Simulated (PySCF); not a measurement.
## How the method moves the proton affinities of methoxide

Structure: `C[O-]` ([CH3O]-). Atom numbers as in the mapped SMILES `[CH3:1][O-:2]`.

All levels share the PBE0-D3(BJ)/ma-def2-SVP structures and the PBE0-D3(BJ)/ma-def2-SVP thermal terms; only the single-point energies (PySCF) change. Values are proton affinities (298 K, kJ/mol).

```tsv
level	O2	abs. error	time
MP2/ma-def2-TZVP	1586	14.7	2.1 s
CCSD(T)/ma-def2-TZVP	1598	2.1	31 s
ωB97X-D3(BJ)/ma-def2-TZVP	1601	0.1	–
HF/ma-def2-TZVP	1632	31.0	0.55 s
ATcT 1.112	1601
```

Times are wall times for all single points of a level on 1 thread of Arm Neoverse V1, a shared host; the dash marks the run that also made the structures.

Hartree-Fock leaves out electron correlation, so its proton affinities can be off by tens of kJ/mol.

The spread: 46 kJ/mol, from 1586 to 1632.

---

**Level of theory and proton affinities: aminomethyl anion**

Structure: `[CH2-]N` ([CH4N]-). Numbering: `[CH2-:1][NH2:2]`

All levels share the PBE0-D3(BJ)/ma-def2-SVP structures and the PBE0-D3(BJ)/ma-def2-SVP thermal terms; only the single-point energies (PySCF) change. Values are proton affinities (298 K, kJ/mol).

```csv
level,C1,N2,abs. error,time
MP2/ma-def2-TZVP,1744,1470,7.9,3.5 s
M06-2X/ma-def2-TZVP,1746,1476,6.2,–
CCSD(T)/ma-def2-TZVP,1754,1482,1.7,56 s
HF/ma-def2-TZVP,1790,1507,37.7,0.84 s
ATcT 1.112,1752,n/a,,
```

Times are wall times for all single points of a level on 1 thread of Arm Neoverse V2, a shared host; the dash marks the run that also made the structures.

Hartree-Fock leaves out electron correlation, so its proton affinities can be off by tens of kJ/mol.

The widest spread is that of C1: 46 kJ/mol, from 1744 to 1790.

---

# Level of theory and proton affinities: methanol

Structure: `CO` (CH4O). Numbering: `[CH3:1][OH:2]`

All levels share the PBE0-D3(BJ)/def2-SVP structures and the PBE0-D3(BJ)/def2-SVP thermal terms; only the single-point energies (PySCF) change. Values are proton affinities (298 K, kJ/mol).

Measured (NIST Chemistry WebBook): proton affinity (−ΔH) 754 kJ/mol.

| level | O2 | time |
| --- | --- | --- |
| MP2/ma-def2-TZVP | 747 | 2.6 s |
| CCSD(T)/ma-def2-TZVP | 753 | 37 s |
| ωB97X-D3(BJ)/def2-TZVP | 762 | – |
| HF/ma-def2-TZVP | 773 | 0.61 s |

Times are wall times for all single points of a level on 1 thread of Arm Neoverse V1, a shared host; the dash marks the run that also made the structures.

Hartree-Fock leaves out electron correlation, so its proton affinities can be off by tens of kJ/mol.

The spread: 26 kJ/mol, from 747 to 773.
